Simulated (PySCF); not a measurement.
Molecule: `CCCSSC`, C4H10S2.

Geometry:
```
atom   x (Å)   y (Å)   z (Å)
  C1   2.578  -0.126   0.231
  C2   1.280  -0.496  -0.470
  C3   0.303   0.664  -0.538
  S4  -1.266   0.277  -1.377
  S5  -2.128  -1.094  -0.104
  C6  -3.008  -0.026   1.066
  H7   2.397   0.200   1.268
  H8   3.268  -0.982   0.269
  H9   3.098   0.696  -0.287
 H10   0.789  -1.331   0.058
 H11   1.481  -0.852  -1.494
 H12   0.715   1.502  -1.128
 H13   0.080   1.063   0.466
 H14  -3.742   0.602   0.542
 H15  -3.534  -0.698   1.761
 H16  -2.312   0.603   1.638
```

Geometry PBE0-D3(BJ)/def2-SVP throughout; GIAO in PySCF, gas phase, one conformer, non-relativistic; equivalent atoms averaged; functional PBE0.

For orientation, def2-TZVP gives these absolute shieldings σ: C3 145.4, C2 159.7, C6 162.0, C1 171.3, S4 376.6, H10/H11 29.68, H12/H13 29.23, H14/H15/H16 29.37, H7/H8/H9 30.54 ppm.

A run gave: C3 143.9, C2 158.5, C6 159.7, C1 169.0, S4 399.1, H10/H11 29.68, H12/H13 29.18, H14/H15/H16 29.19, H7/H8/H9 30.29 ppm (absolute shieldings σ).

Problem. Which basis set was used in that run?
A. 6-31G
B. 6-311+G(2d,p)
C. IGLO-III
D. pcSseg-1
E. pcSseg-0

Solution. D. S4 tells them apart best: pcSseg-1 gives 399.1, pcSseg-0 gives 427.7, 6-31G gives 450.6, 6-311+G(2d,p) gives 386.6, IGLO-III gives 393.1 ppm.
